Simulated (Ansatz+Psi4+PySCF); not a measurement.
## singlet O₃: levels of theory in one basis

```xyz
3

O    -0.4820    0.5780    0.3481
O     0.5746   -0.0492   -0.4028
O     0.8075    0.3711    0.9547
```

Basis set: cc-pVTZ (spherical functions). Left uncorrelated: 3 orbitals. Charge 0, multiplicity 1.

Computed with Ansatz (development build ahead of 0.2.0) and Psi4 1.11; each method stands on the lowest determinant of its kind that the runs found.

```json
{"method": "RHF", "E − E(RHF) (eV)": "0.00", "<S²> of the determinant": "0.00"}
{"method": "UHF", "E − E(RHF) (eV)": "-0.02", "<S²> of the determinant": "0.18"}
{"method": "RHF-MP2", "E − E(RHF) (eV)": "-20.01", "<S²> of the determinant": "–"}
{"method": "RHF-CCSD", "E − E(RHF) (eV)": "-19.71", "<S²> of the determinant": "–"}
{"method": "UHF-CCSD", "E − E(RHF) (eV)": "-19.69", "<S²> of the determinant": "0.18"}
{"method": "RHF-CCSD(T)", "E − E(RHF) (eV)": "-20.71", "<S²> of the determinant": "–"}
{"method": "UHF-CCSD(T)", "E − E(RHF) (eV)": "-20.70", "<S²> of the determinant": "0.18"}
```

Question: What does UHF-MP2 give on the same scale?

Answer: -19.38 eV.

Question: Is a single determinant a sound starting point here?

Answer: It is doubtful. Unrestricted orbitals gain 0.02 eV with <S²> 0.18 against 0.00 for a pure state, but the cluster amplitudes or the share of triples are large.

Caution for UHF, UHF-MP2, UHF-CCSD, UHF-CCSD(T): the unrestricted determinant is spin contaminated. Caution for UHF-MP2, UHF-CCSD, UHF-CCSD(T): large amplitudes, a single reference is doubtful. Caution for UHF-MP2: another reference gives a lower total.
